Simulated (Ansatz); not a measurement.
A made-up structure of AlNH$_{3}$, doublet:

N1  (0.262, -0.555, 0.740)
Al2  (-0.206, 0.313, -0.303)
H3  (0.855, -1.150, 0.917)
H4  (-1.399, -0.389, -1.157)
H5  (0.488, 1.781, -0.197)
(Å)

It is relaxed with PBE-D4/def2-SVP and then PBE0-D4/def2-TZVP (Ansatz 0.2.0). Atoms count as bonded within 1.22 times the sum of their covalent radii (H–H: 0.88 Å). The end point is not checked to be a true minimum.

Question: Does its bonding change? (A judgement: the text doesn't fix the answer.)

Answer: Computed: No: no bond forms or breaks.

Where it ends: The first stage lowers the energy by 3.46 eV in 8 steps. It ends as AlNH₃ ([NH][AlH2]):
```
5
angstrom
N 0.3699 -0.7036 0.8621
Al -0.2567 0.3879 -0.3711
H 1.0232 -1.4078 1.1679
H -1.4423 -0.1424 -1.2736
H 0.3060 1.8659 -0.3853
```

Labels in which every atom is bracketed show which atoms are joined, not bond orders.

For scale, one of the runs: PBE0-D4/def2-TZVP relaxation, 86 basis functions, launched by `ansatz run in.yaml --threads 2 --pin off --events-out ev --progress --plain --max-ram 4352MiB`. The run took about 35 s on 2 CPU threads of an Arm Neoverse V1 (shared host).
